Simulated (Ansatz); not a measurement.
## [Br···H···Si], triplet along the distance Br1-H2

Starting geometry:

```yaml
atoms:
  - { symbol: Br, position_ang: [0.0000, 0.0000, -1.5692] }
  - { symbol: H, position_ang: [0.0000, 0.0000, -0.1486] }
  - { symbol: Si, position_ang: [0.0000, 0.0000, 1.7178] }
```

From there H2 is moved from one fragment to the other while all else, the fragments' distance too, stays fixed; atoms are numbered as listed. Energies are in eV, counted from the starting geometry at the same level.

Basis cc-pVTZ; Ansatz 0.2.0. Correlated methods freeze the noble-gas cores and the filled d shells of p-block atoms. R marks a restricted (for open shells ROHF) determinant, U an unrestricted one. No spin–orbit coupling is included, and no scalar relativity.

Full CI isn't at hand for all of this; UCCSDT(Q) serves as the reference, and is uncertain by about the last step of the cluster series. The frozen core follows each run's orbitals, which can shift R against U totals by a few meV for light atoms and by up to 0.1 eV past Ca.

| distance Br1-H2 (Å) | UCCSDT(Q) | error RHF | error RMP2 | error UMP2 | error RCCSD | error RCCSD(T) | error BCCD(T) |
| --- | --- | --- | --- | --- | --- | --- | --- |
| 1.421 | 0.000 | 0.000 | 0.000 | 0.000 | 0.000 | 0.000 | 0.000 |
| 1.482 | -0.032 | 0.057 | 0.002 | 0.012 | 0.010 | 0.001 | 0.002 |
| 1.603 | 0.013 | 0.145 | 0.006 | 0.050 | 0.024 | 0.004 | 0.005 |
| 1.725 | 0.134 | 0.154 | 0.033 | 0.096 | 0.022 | 0.007 | 0.008 |
| 1.847 | 0.370 | 0.058 | 0.100 | 0.140 | 0.005 | 0.009 | 0.008 |

Errors are those of relative energies. In total energy the starting point itself misses UCCSDT(Q) by: RHF 8.041, RMP2 1.252, UMP2 1.268, RCCSD 0.349, RCCSD(T) 0.048, BCCD(T) 0.048 eV.

Spread of the error over the points with a reference, to 1.847 Å (largest less smallest): BCCD(T) 0.008, RCCSD(T) 0.009, RCCSD 0.024, RMP2 0.100, UMP2 0.140, RHF 0.154 eV.
